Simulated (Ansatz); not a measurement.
Results of r²SCAN0 (Ansatz, a quantum-chemistry and plane-wave program, PAW) for diamond-structure Si.

Numerical settings: plane-wave cutoff 520 eV, 8×8×8 k mesh, Fermi–Dirac smearing 0.01 eV, scalar-relativistic PAW data made under PBE.

Computed points:

```tsv
V (Å³/atom)	E − E_lowest (meV/atom)
18.951	17.65
19.450	3.96
20.155	0.00
20.448	3.01
20.946	13.69
```

Task: Estimate the bulk modulus and its pressure derivative from these points.

Result: V0 = 19.968 Å³/atom, B0 = 103 GPa, B′ = 4.1 (fit to the energies at full precision).

Measured, for comparison: bulk modulus 101 GPa (0 K value with zero-point phonon effects removed; as tabulated in Sun et al. (2011), doi:10.1103/physrevb.84.035117); equilibrium volume per atom 19.91 Å³/atom (static lattice: zero-point anharmonic expansion removed; as tabulated in Mejia-Rodriguez and Trickey (2018), arXiv:1807.09216). Computed (rounded) less measured: bulk modulus +2 %, equilibrium volume per atom +0.3 %.

Computed values are for the static lattice.
